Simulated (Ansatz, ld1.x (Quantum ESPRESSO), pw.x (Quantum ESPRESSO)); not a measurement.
## P (Z = 15): one change to the TM potential, in the atom and in the fcc crystal

```
Element                 : P
Generator               : ld1.x (Quantum ESPRESSO) 7.5
Type                    : norm-conserving Troullier–Martins (Kleinman–Bylander form)
Functional              : PBEsol
Relativity              : scalar-relativistic
Frozen core             : [Ne]
Valence charge          : 5
Reference configuration : 3s1 3p4
Partial waves           : 3s (bound): rc 1.40 bohr; 3p (bound): rc 1.30 bohr
Local potential         : all-electron potential smoothed inside 1.15 bohr (lloc = -1)
Core correction         : Bessel-smoothed model core inside 0.75 bohr
```

Change: local potential the s channel.

Cutoffs, loose and tight: the cutoffs (Ry, on a coarse ladder) from which the occupation-weighted sum of valence levels, in a spherical-Bessel basis at the reference potential, stays within 10 and 1 mRy of its value at 400 Ry. They do not see the model core or the augmentation charge, which bear on the density cutoff. Test errors are all-electron minus pseudo excitation energies from the reference, over the configurations 3s2 3p3; 3s2 3p2; 3s2 3p1; 3s2 3p0; 3s2 3p3.3; 3s2 3p2.5; 3s0 3p5; variants that change the core or the reference have their own tests.

Crystal test: fcc P in pw.x 7.5, no spin, 15³ k-points, Fermi–Dirac smearing 0.01 Ry, cutoffs set for each file from its atomic test. The reference is all-electron LAPW (Ansatz 0.2.0) with the same functional, mesh and smearing; V0 and B0 come from Birch–Murnaghan fits to the pressures at five volumes. Errors are pseudo minus all-electron; Δ is the rms difference of the E(V) curves that follow from these fits, minima aligned, over ±6 % about the mean V0. Mesh and smearing are coarse, so the numbers serve the comparison and aren't converged zero-temperature values; the lattice is a test structure that the element need not adopt.

All-electron: a0 = 3.827 Å (V0 = 14.01 Å³/atom), B0 = 103.0 GPa.

Question: Does the change bring the crystal closer to the all-electron result?

Answer: The mean pressure error goes from +2.61 to +14.31 GPa, so the change moves the solid further from the all-electron pressures.

| quantity | base | changed |
| --- | --- | --- |
| outcome (atom) | generated | generated |
| cutoff, loose (atom) | 55 Ry | 55 Ry |
| cutoff, tight (atom) | 100 Ry | 100 Ry |
| bound ghosts (atom) | none | none |
| largest test error (meV) (atom) | +80 | +46 |
| cutoffs in pw.x (Ry) | 120/480 | 120/480 |
| a0 (Å) | 3.858 | – |
| a0 error (%) | +0.82 | – |
| B0 error (%) | +0.5 | – |
| Δ (meV/atom) | 7.9 | – |
| mean pressure error (GPa) | +2.61 | +14.31 |

A dash: not determined, or the minimum lies outside the volumes sampled.

Base: This is a poor potential for the solid. Changed file: This is a poor potential for the solid. The atomic tests give no hint of an error of this size, and its cause was not traced.
